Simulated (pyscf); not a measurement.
Structures and frequencies: ωB97X-D3(BJ)/def2-SVP in PySCF. Correlated levels are frozen-core, on RHF or UHF. ΔMP2 is the change of the MP2 total energy from the triple- to the quadruple-zeta basis.

Task: PBE/def2-TZVP puts the barrier of HO–PH₂ + silylene (SiH₂) [singlet] → O=PH + silane (SiH₄) (concerted two-bond exchange; singlet surface; H–O, H–P broken, H–Si, H–Si formed) at -0.37 eV and the reaction energy at -1.24 eV, from the separated reactants. What do M06-2X/def2-TZVP, ωB97M-D3(BJ)/def2-TZVP, CCSD(T)/def2-TZVPP + ΔMP2(QZVPP) give on the same structures?

Result: M06-2X: ΔE‡ = 0.20 eV, ΔE = -1.03 eV; ωB97M-D3(BJ): ΔE‡ = 0.21 eV, ΔE = -1.12 eV; CCSD(T): ΔE‡ = 0.20 eV, ΔE = -1.21 eV. PBE's barrier lies under all of them, by 0.57 to 0.59 eV. Its reaction energy lies under all of them, by 0.03 to 0.21 eV. Low barriers are usual for a GGA, whose delocalisation error favours stretched bonds. On the reactant side the descent ends in a bound adduct, 0.62 eV under the separated species and 0.68 eV under the saddle at ωB97X-D3(BJ)/def2-TZVP. At PBE the saddle lies under the separated reactants, which points to a path from their complex (located at ωB97X-D3(BJ) alone). At ωB97X-D3(BJ) the barrier from the zero used here is 0.06 eV. The same reactants have a lower exit, to HO–SiH₂–PH₂ (barrier -0.21 eV at ωB97M-D3(BJ), against +0.21 eV here). This is the saddle that the search found; another between the same sides may lie lower. The CCSD(T) − MP2 part came from Ansatz, without density fitting, on the same reference.
